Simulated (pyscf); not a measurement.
Single points on ωB97X-D3(BJ)/def2-SVP structures (PySCF, gas phase). Correlated levels are frozen-core, on RHF or UHF. ΔMP2 is the change of the MP2 total energy from the triple- to the quadruple-zeta basis.

How much does it cost (ΔH, 298 K, CCSD(T)/def2-TZVPP + ΔMP2(QZVPP)) to split :HC–CH=C=NH (SMILES [CH]C=C=N) [singlet] at its H–N bond into •HC=CH–C≡N + H•?

H–N to •HC=CH–C≡N + H•: 33.4 kcal/mol. The radicals are drawn with the spin at the cut bond; how far it spreads was not checked. :HC–CH=C=NH [singlet] lies 79.0 kcal/mol over its isomer H₂C=CH–C≡N (electronic energy, ωB97M-D3(BJ)). •HC=CH–C≡N lies 7.5 kcal/mol over its isomer H₂C=C•–C≡N (electronic energy, ωB97M-D3(BJ)). The CCSD(T) − MP2 part came from Ansatz, without density fitting, on the same reference. An open-shell T1 diagnostic exceeds 0.045. A UHF reference is spin-contaminated (<S²> up to 1.15), which harms MP2 most.
